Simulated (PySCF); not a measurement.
# Mayer bond orders and bond lengths

Ethanethiol, C2H6S.
Numbering: `[CH3:1][CH2:2][SH:3]` (hydrogens: H4, H5, H6 on C1; H7, H8 on C2; H9 on S3)

Structure used (GFN2-xTB), in Å, numbered top down from 1:
```xyz
9
C2H6S angstrom
C     -0.7926    0.5312    0.1011
C      0.0980   -0.6775   -0.1095
S      1.7155   -0.4998    0.7262
H     -1.7637    0.3591   -0.3593
H     -0.3494    1.4195   -0.3460
H     -0.9388    0.7154    1.1631
H     -0.3408   -1.5718    0.3318
H      0.2882   -0.8595   -1.1673
H      2.0972    0.5894    0.0620
```

Bond orders from the PBE0/pcSseg-1 density (PySCF). One conformer (not necessarily the lowest) at the GFN2-xTB geometry, without solvent, vibrations or thermal averaging.

How far do the computed orders between heavy atoms stray from the drawn ones?

The largest departure is 0.031, at C1–C2 (drawn single, 1.031).

Give the Mayer order of every bond, beside its length.

| bond | drawn as | length (Å) | Mayer order |
| --- | --- | --- | --- |
| C1–C2 | single | 1.516 | 1.031 |
| C2–S3 | single | 1.829 | 1.019 |
| C1–H4 | single | 1.088 | 0.958 |
| C1–H5 | single | 1.089 | 0.968 |
| C1–H6 | single | 1.088 | 0.965 |
| C2–H7 | single | 1.090 | 0.945 |
| C2–H8 | single | 1.090 | 0.942 |
| S3–H9 | single | 1.332 | 0.934 |

Sum the orders of all bonds at each heavy atom with more than one neighbour and set the sums beside the valence in the SMILES.

C1 3.922 (drawn 4), C2 3.937 (drawn 4), S3 1.953 (drawn 2). Orders between atoms that aren't bonded are not in these sums.

For a closed shell the Mayer order of atoms A and B is Σ (PS)μν (PS)νμ over the basis functions μ on A and ν on B, with P the density and S the overlap matrix.

The run behind these numbers computed NMR shieldings as well. Rough CPU time on one thread of a shared machine: about 3 s.
